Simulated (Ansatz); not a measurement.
Consider the substitution at a C–O bond: `CCOCF` + HCl → `CCCl` + `OCF`.

Gas-phase electronic energies from Ansatz, PBE0-D4/def2-TZVP geometries. CCSD(T)/CBS is the MP2 limit (def2-TZVPP, def2-QZVPP) plus CCSD(T) − MP2 in def2-TZVPP, frozen cores. This one scheme is used for every species. DFT in def2-TZVPP. HSE06 is defined as in plane-wave codes. Each species was taken in one conformer, which may not be the lowest.

```csv
level,ΔE (kcal/mol)
PBE-D4,-3.4
B2PLYP,-3.0
PBE-QIDH,-3.3
BLYP,-3.4
HSE06,-3.7
LC-ωPBE,-2.8
MP2/def2-QZVPP,-3.7
HF/CBS(def2),-2.5
```

**Question.** What does CCSD(T)/CBS give? (An estimate is asked.)

**Answer.** Computed: -3.0 kcal/mol. The listed levels differ from it by -0.4, 0.0, -0.3, -0.4, -0.7, 0.2, -0.7, 0.5 kcal/mol.

Largest T1 diagnostic among the species: 0.011.

At CCSD(T), def2-SVP lies +4.3 kcal/mol from the extrapolated value and def2-TZVPP +1.1 kcal/mol. From BLYP to BHLYP (50 % exact exchange), in def2-TZVPP and without D4, ΔE moves by +0.8 kcal/mol. Leaving LDA and LC-ωPBE aside and taking each functional with its dispersion term where it has one, the values, not all of them listed here, spread over 1.9 kcal/mol, from revPBE-D4 to CAM-B3LYP-D4. LDA lies +2.3 kcal/mol from PBE without D4.
